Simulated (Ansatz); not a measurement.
# AlHO (singlet): wave-function methods side by side at distance O2–H3 = 0.772 Å, 6-31G

The task here is to estimate one member of a computed series from the others.

The runs use Ansatz 0.2.0, Gaussian basis; 6-31G, core rule «outside noble gas», up to 6 orbitals frozen.

To be run: UHF; CCSD(T) on RHF; BCCD(T) on RHF; CISD; CCSDT(Q) on RHF; CISDTQ; CCSDTQ on RHF; CASSCF and MRCISD+Q, 2 electrons in 2 orbitals; CASSCF and NEVPT2, 2 electrons in 2 orbitals; Full CI.

29 further runs of the same task are left out: 16 for a known fault of the program, 8 that didn't finish, 5 set aside as unsound or not needed.

## The geometry

The geometry derives from a PBE0/def2-TZVP stationary point (not a proven minimum). One bond is set to the value named and the two fragments are kept rigid.

3 atoms, charge 0, spin multiplicity 1.

Atoms are counted from 1 here; the program's logs count them from 0.

Bond lengths: Al1–O2 1.674 Å, O2–H3 0.772 Å. Angles: Al1–O2–H3 180.0°.

The first run:

in.yaml reads:

```yaml
crystal:
  periodic: [false, false, false]
  atoms:
    - {symbol: Al, position_ang: [0.000000, 0.000000, 1.373647]}
    - {symbol: O, position_ang: [0.000000, 0.000000, -0.300823]}
    - {symbol: H, position_ang: [0.000000, 0.000000, -1.072823]}
basis:
  gaussian: {orbitals: 6-31G}
magnetization: {spin_polarized: true, initial_magnetization: 0}
hamiltonian: {xc: hf}
output: {orbitals: {seedname: orbitals}}
```

Started as:

```sh
ansatz run in.yaml --threads 1 --pin off --events-out ev --progress --plain --max-ram 2393MiB
```

Among the steps run: UHF; CCSD(T) on RHF; BCCD(T) on RHF; CISD; CCSDT(Q) on RHF; CISDTQ; CCSDTQ on RHF; CASSCF and MRCISD+Q, 2 electrons in 2 orbitals; CASSCF and NEVPT2, 2 electrons in 2 orbitals; Full CI.

One of the session's tables, all rows but one given; the rest of the session is left out.

It belongs to the step «Misses and costs». 

| method | from FCI (meV) |
| --- | --- |
| RHF | +4331.0 |
| RMP2 | ? |
| CISD | +353.9 |
| RCCSD | +81.6 |
| RCCSD(T) | +19.3 |
| BCCD(T) | +15.0 |
| RCCSDT | +13.8 |
| CISDTQ | +16.0 |
| RCCSDT(Q) | -1.6 |
| RCCSDTQ | 0.0 |
| CASSCF pair | +3948.8 |
| NEVPT2 pair | +408.4 |
| MRCISD pair | +311.5 |
| MRCISD+Q pair | +50.1 |
| FCI | 0 |

Q: Estimate the row for RMP2 from the others.

**Answer.** from FCI (meV): +421.4. In the column «from FCI (meV)» it lies between NEVPT2 pair (+408.4) and CASSCF pair (+3948.8).
